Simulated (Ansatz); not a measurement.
Start from `C1NCO1` and change one atom or group to get `FC1NCO1`.

Ansatz, PBE0-D4/def2-TZVP geometries, multiplicity 1. 

```csv
property,`C1NCO1`
LUMO energy (PBE0/def2-TZVPP) / eV,1.02
HOMO–LUMO gap (PBE/def2-TZVPP) / eV,5.36
HOMO–LUMO gap (B3LYP/def2-TZVPP) / eV,7.18
LUMO energy (PBE/def2-TZVPP) / eV,0.12
zero-point energy (PBE0-D4/def2-TZVP) / kJ/mol,200.1
LUMO energy (B3LYP/def2-TZVPP) / eV,0.66
```

(1) What does the change do to each property? (Best estimate.)

Results:

(1) The calculation gave: 
```csv
property,`FC1NCO1`,shift
LUMO energy (PBE0/def2-TZVPP) / eV,0.88,-0.14
HOMO–LUMO gap (PBE/def2-TZVPP) / eV,6.24,0.88
HOMO–LUMO gap (B3LYP/def2-TZVPP) / eV,8.00,0.82
LUMO energy (PBE/def2-TZVPP) / eV,0.03,-0.09
zero-point energy (PBE0-D4/def2-TZVP) / kJ/mol,181.1,-19.0
LUMO energy (B3LYP/def2-TZVPP) / eV,0.50,-0.16
```

With PBE0 the HOMO falls by 1.00 eV and the LUMO falls by 0.14 eV, so the gap widens by about 0.86 eV. PBE moves the HOMO by -0.97 eV and ωB97M-V by -1.00 eV.

B3LYP here is the variant with VWN-RPA as its local correlation; programs differ in this.
